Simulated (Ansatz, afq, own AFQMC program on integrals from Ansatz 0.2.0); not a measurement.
## Where AFQMC and coupled cluster stand for CHAl, triplet

```xyz
3

Al    0.0000    0.0000    0.8617
C     0.0000    0.0000   -3.3243
H     0.0000    0.0000    2.4626
```

Connectivity, by distances: AlH ··· C.

Basis 6-31G. Only valence electrons are correlated. AFQMC by an in-house program on the Cholesky factors that Ansatz 0.2.0 writes for its CCSD(T) run. The CISD trial takes its coefficients from CCSD amplitudes. Released means that phaseless walkers are propagated on without the constraint, phases kept. Uncertainties: one standard error, sampling alone.

Determinant: UHF, the one that the program's search chose, which needn't be the lowest solution. The geometry is a point of a scan.

Full CI on the same integrals is exact in this basis and with this determinant's frozen core.

Cautions: lower spins were not checked; the determinant is a saddle point among determinants of its kind.

The T1 diagnostic is 0.0109, the weight of the determinant in the CISD state is 0.908 and the ⟨S²⟩ of the determinant is 2.003. The size of the correlated space is 8 electrons in 18 orbitals.

```tsv
level	correlation energy (eV)
MP2	-1.4314
CCSD	-2.2513
CCSD(T)	-2.2700
```

Estimate where AFQMC with the constraint released lies against CCSD(T) on the same integrals.

0.17 ± 0.03 kcal/mol below CCSD(T).

Reference: full CI, correlation energy -2.280 eV. The released energy is read at 2.40 1/Eh (meV from the phaseless value at times in 1/Eh: 0.4 ± 1.2 at 0.24, -2.0 ± 0.8 at 0.51, -3.8 ± 1.0 at 0.99, -6.8 ± 1.0 at 1.62, -5.7 ± 1.2 at 2.40).

| level | E − E(reference) (kcal/mol) | share of correlation (%) |
| --- | --- | --- |
| CCSD(T) | 0.23 | 99.56 |
| CCSDT | 0.04 | 99.92 |
| CCSDT(Q) | 0.01 | 99.97 |
| CCSDTQ | 0.00 | 100.00 |
| ph-AFQMC/CISD | 0.20 ± 0.03 | 99.62 |
| released AFQMC | 0.07 ± 0.03 | 99.87 |

CCSDT and higher add their correlation energy to the determinant of the CCSD(T) run, since their own runs factorise the integrals more tightly (a shift of under 2 meV). A walk keeps the symmetry of its determinant, which the program's search chose and which needn't be the lowest solution, so a lower state of the same spin and another symmetry isn't excluded. Released energies are given only where the last usable release times agree within the noise; a slower fall can still hide under it.
